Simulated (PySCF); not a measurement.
**Working out the electron affinity of Cl**

Cl⁻ [Ar] (1S) → Cl [Ne] 3s2 3p5 (2P). All numbers are calculated (PySCF 2.14, no relativity, point nucleus, in aug-cc-pwCVTZ). Frozen: nothing. Energies in hartree (1 hartree = 27.21139 eV):

```csv
part,Cl⁻ (lower),Cl (upper)
UHF,-459.573496,-459.486237
MP2 opposite-spin,-0.373171,-0.341618
MP2 same-spin,-0.142844,-0.127793
```

Task: What does Hartree-Fock give?

Result: (-459.486237) − (-459.573496) = 0.087259 hartree = 2.374 eV.

Task: What do MP2 and SCS-MP2 (6/5 opposite-spin, 1/3 same-spin) give?

Result: The opposite-spin parts differ by 0.859 eV and the same-spin parts by 0.410 eV. MP2: 2.374 + (0.859) + (0.410) = 3.643 eV. SCS-MP2: 2.374 + 1.2 × (0.859) + (0.410)/3 = 3.541 eV.

A first-order spin-orbit estimate adds -0.034 eV to MP2 (all electrons), giving 3.609 eV against 3.613 eV (measured; photodetachment measurements, as compiled on the Wikipedia data page of electron affinities).

What remains against the reference includes basis incompleteness and correlation beyond second order.
